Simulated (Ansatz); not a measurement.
The same path of C₂H₈FN₃ (14 atoms, charge 0, multiplicity 1) was run 3 times with different band settings. The coordinate that changes most is the dihedral H12–N4–C5–F6.

Level of theory: RKS PBE0/6-31G* in Ansatz.

Relaxed end points:

```xyz
14
Properties=species:S:1:pos:R:3
N -0.824 -1.266 -0.327
C 0.172 -0.458 0.352
N 1.476 -1.101 0.348
N 0.374 0.827 -0.274
C -0.747 1.693 -0.322
F -0.755 2.543 0.776
H -1.142 -2.026 0.270
H -0.393 -1.688 -1.148
H -0.231 -0.256 1.358
H 2.148 -0.501 0.821
H 1.435 -1.978 0.860
H 0.860 0.726 -1.157
H -1.698 1.145 -0.305
H -0.690 2.311 -1.224
```

```xyz
14
Properties=species:S:1:pos:R:3
N -0.882 -1.203 -0.042
C 0.188 -0.390 0.492
N 1.480 -1.067 0.455
N 0.395 0.840 -0.241
C -0.725 1.652 -0.522
F -1.519 1.182 -1.565
H -1.024 -2.028 0.535
H -0.629 -1.518 -0.976
H -0.130 -0.111 1.512
H 2.181 -0.484 0.908
H 1.427 -1.934 0.982
H 0.962 0.659 -1.064
H -0.385 2.650 -0.820
H -1.351 1.722 0.373
```

Common settings: movable images 9; climbing image yes; optimiser quadratic models (default); start path IDPP; force threshold 0.05 eV/Å; end points relaxed.

| run | spring | iteration limit |
| --- | --- | --- |
| 1 | 5.0 eV/Å² | 38 |
| 2 | 50.0 eV/Å² | 41 |
| 3 | 2.0 to 10.0 eV/Å², energy-weighted | 51 |

Problem. What does each run give, and how far can it be trusted?

Solution. Run 1: converged after 9 iterations, highest image 0.332 eV above the first end. A vibrational analysis at the climbing image gives one clearly imaginary mode, 210i cm⁻¹: a first-order saddle point.
Run 2: converged after 9 iterations, highest image 0.332 eV above the first end. Another band between the same ends (9 images) ends at a top of the same energy, where a vibrational analysis finds 1 clearly imaginary mode.
Run 3: converged after 9 iterations, highest image 0.332 eV above the first end. Another band between the same ends (9 images) ends at a top of the same energy, where a vibrational analysis finds 1 clearly imaginary mode.
